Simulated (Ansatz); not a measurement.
This script drives the Python package of Ansatz (0.2.0).

The script, `adiabatic.py`:
```python
# -*- coding: utf-8 -*-
"""Vertical and adiabatic ionisation of BFH4Si."""

from dataclasses import dataclass
import itertools

import ansatz
from ase.data import atomic_numbers, covalent_radii
import numpy as np


@dataclass
class Options:
    basis: str = "cc-pVDZ"
    xc: str = "cam_b3lyp"
    net_charge: int = 1


cfg = Options()

system = (
    ansatz.Crystal.molecule()
    .atom("B", [-0.8789, 0.2316, -0.6398])
    .atom("Si", [0.6189, -0.1522, 0.4331])
    .atom("F", [0.6524, -1.8124, 0.682])
    .atom("H", [-1.5738, -0.5747, -1.0196])
    .atom("H", [-1.1478, 1.3907, -0.9655])
    .atom("H", [0.5214, 0.563, 1.7237])
    .atom("H", [1.869, 0.2861, -0.2598])
)

base = (
    system.calculation()
    .basis(gaussian=cfg.basis)
    .functional(cfg.xc)
    .scf(lower_state_search="standard")
)
symbols = [site.symbol for site in system.cartesian_sites]
start = np.array([site.position_ang for site in system.cartesian_sites], dtype=float)
data = base.relax(force_tolerance=0.01).run().report
end = np.array(data["positions_ang"])

minimum = ansatz.Crystal.molecule()
for symbol, place in zip(symbols, end):
    minimum = minimum.atom(symbol, place.tolist())
ion = minimum.calculation()
ion = ion.basis(gaussian=cfg.basis)
ion = ion.functional(cfg.xc).scf(lower_state_search="standard")
ion = ion.charge(cfg.net_charge)
ion = ion.spin("collinear", total=1)
vertical = ion.run().report
settled = ion.relax(force_tolerance=0.01, max_steps=80).run().report
print(f"vertical ionisation energy   {vertical['free_energy_ev'] - data['free_energy_ev']:.3f} eV")
print(f"adiabatic, no zero point     {settled['free_energy_ev'] - data['free_energy_ev']:.3f} eV")
print(f"relaxation energy of the ion {vertical['free_energy_ev'] - settled['free_energy_ev']:.3f} eV")
ionised = np.array(settled["positions_ang"])
# pairs closer than 1.2 times the sum of covalent radii, before or after
radius = [covalent_radii[atomic_numbers[s]] for s in symbols]
span = lambda where, i, j: np.linalg.norm(where[i] - where[j])
bonded = [(i, j) for i, j in itertools.combinations(range(len(symbols)), 2) if min(span(end, i, j), span(ionised, i, j)) < 1.2 * (radius[i] + radius[j])]
print("pair        before    after (A)")
for i, j in bonded:
    print(f"{symbols[i]}{i}-{symbols[j]}{j}".ljust(10), f"{span(end, i, j):8.4f} {span(ionised, i, j):8.4f}")
for first, second in list(itertools.combinations(bonded, 2)):
    shared = set(first) & set(second)
    if shared and symbols[(j := shared.pop())] != "H":
        i, k = sorted((set(first) | set(second)) - {j})
        u, v = ionised[i] - ionised[j], ionised[k] - ionised[j]
        angle = np.degrees(np.arccos(np.clip(u @ v / np.linalg.norm(u) / np.linalg.norm(v), -1, 1)))
        print(f"final angle {symbols[i]}{i}-{symbols[j]}{j}-{symbols[k]}{k}: {angle:.2f} deg")
```

It is started by `python adiabatic.py`. Estimate its wall time and peak memory on 1 thread of Arm Neoverse V1, with other jobs on the host.

It took about 49 s, with a peak of 0.25 GiB, for 3 runs of the engine.

`python adiabatic.py` gives:
```text
vertical ionisation energy   10.999 eV
adiabatic, no zero point     10.062 eV
relaxation energy of the ion 0.936 eV
pair        before    after (A)
B0-Si1       2.0032   2.3046
B0-H3        1.2026   1.1946
B0-H4        1.2053   1.1934
Si1-F2       1.6520   1.6091
Si1-H5       1.4952   1.4814
Si1-H6       1.4953   1.4816
final angle Si1-B0-H3: 105.49 deg
final angle Si1-B0-H4: 106.67 deg
final angle B0-Si1-F2: 104.00 deg
final angle B0-Si1-H5: 97.82 deg
final angle B0-Si1-H6: 97.36 deg
final angle H3-B0-H4: 147.84 deg
final angle F2-Si1-H5: 113.36 deg
final angle F2-Si1-H6: 113.35 deg
final angle H5-Si1-H6: 125.12 deg
```

These settings explore the input space; basis and method may be short of convergence. The energies are electronic: no zero-point or thermal terms, and the basis set is short of its limit. The product may relax into another structure. Each relaxation finds its nearest minimum, which needn't be the lowest.
